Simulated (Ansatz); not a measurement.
# CH2Al+ (triplet): from Hartree-Fock to the top rungs, def2-TZVPP

The task here is to estimate one member of a computed series from the others.

The runs use Ansatz 0.2.0, Gaussian basis; def2-TZVPP, core rule «outside noble gas», up to 6 orbitals frozen.

The runs, in order: UHF; ROHF; CCSD(T) on UHF.

2 further runs of the same task are left out: 2 set aside as unsound or not needed.

### What is computed

The geometry is a PBE0/def2-TZVP stationary point (not a proven minimum) of the parent state, kept for this charge and spin.

4 atoms, charge 1, spin multiplicity 3.

Atoms are counted from 1 here; the program's logs count them from 0.

Bond lengths: Al1–C2 1.971 Å, C2–H3 1.094 Å, C2–H4 1.094 Å. Angles: Al1–C2–H3 125.0°, Al1–C2–H4 125.0°, H3–C2–H4 109.9°.

Set-up of the first run:

Input file in.yaml:

```yaml
crystal:
  periodic: [false, false, false]
  atoms:
    - {symbol: Al, position_ang: [0.000000, 0.000000, 0.704959]}
    - {symbol: C, position_ang: [0.000000, 0.000000, -1.265754]}
    - {symbol: H, position_ang: [0.000000, -0.896128, -1.894102]}
    - {symbol: H, position_ang: [0.000000, 0.896128, -1.894102]}
basis:
  gaussian: {orbitals: def2-TZVPP}
total_charge: 1
magnetization: {spin_polarized: true, initial_magnetization: 2}
hamiltonian: {xc: hf}
output: {orbitals: {seedname: orbitals}}
```

On the command line:

```console
> ansatz run in.yaml --threads 1 --pin off --events-out ev --progress --plain --max-ram 4096MiB --backend cpu
```

Among the steps run: UHF; ROHF; CCSD(T) on UHF.

One of the session's tables, all rows but one given; the rest of the session is left out.

```
  method  from UCCSD(T) (kJ/mol)
    ROHF                  +539.8
     UHF                  +519.9
    UMP2                       ?
   UCCSD                   +18.4
UCCSD(T)                       0
```

Estimate the missing values for UMP2.

As computed: from UCCSD(T) (kJ/mol): +80.9. In the column «from UCCSD(T) (kJ/mol)» it lies between UCCSD (+18.4) and UHF (+519.9).
